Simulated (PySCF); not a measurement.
## How well do the runs reproduce experiment for C6H10?

**What was measured.**

NIST CCCBDB Release 22 (SRD 101), experimental dipoles lists, for the gas: dipole moment 0.661 ± 0.004 D.

How close the calculation comes is told at the end.

Species: C₆H₁₀.
Numbering: `[CH:1]#[C:2][C:3]([CH3:4])([CH3:5])[CH3:6]` (hydrogens: H7 on C1; H8, H9, H10 on C4; H11, H12, H13 on C5; H14, H15, H16 on C6)

Geometry (GFN2-xTB, Å), atoms numbered from 1 in this order:
```xyz
16
C6H10 angstrom
C      0.4306    2.3624    1.0143
C      0.2320    1.2783    0.5485
C     -0.0087   -0.0422   -0.0190
C     -1.3267   -0.5907    0.5401
C     -0.0962    0.0823   -1.5445
C      1.1517   -0.9669    0.3677
H      0.6049    3.3130    1.4225
H     -1.2773   -0.6682    1.6242
H     -1.5252   -1.5784    0.1287
H     -2.1533    0.0674    0.2807
H     -0.2764   -0.8941   -1.9900
H      0.8313    0.4834   -1.9479
H     -0.9087    0.7488   -1.8262
H      1.2290   -1.0481    1.4502
H      2.0931   -0.5772   -0.0149
H      0.9921   -1.9608   -0.0460
```

Runs made with PySCF (gas phase, on this GFN2-xTB geometry; no spin–orbit coupling):

```csv
level,job,basis functions,wall time
B3LYP/pcJ-1,"spin–spin couplings from 16 perturbed nuclei, spin–dipole term left out",262,32 s
```

Hardware: one thread, x86-64 server, shared host.

## Comparison

**Dipole moment.** Measured: 0.661 D (NIST CCCBDB Release 22 (SRD 101), experimental dipoles).

```json
{"level": "B3LYP/pcJ-1", "computed (D)": "0.678", "computed − measured (D)": "+0.017", "% (from the printed values)": "+3"}
```

The computed dipoles belong to one fixed geometry; measured ones are averaged over vibrations unless marked μe. Magnitudes are compared, not signs.

No measured geometry was used, and the causes of the misses weren't examined.
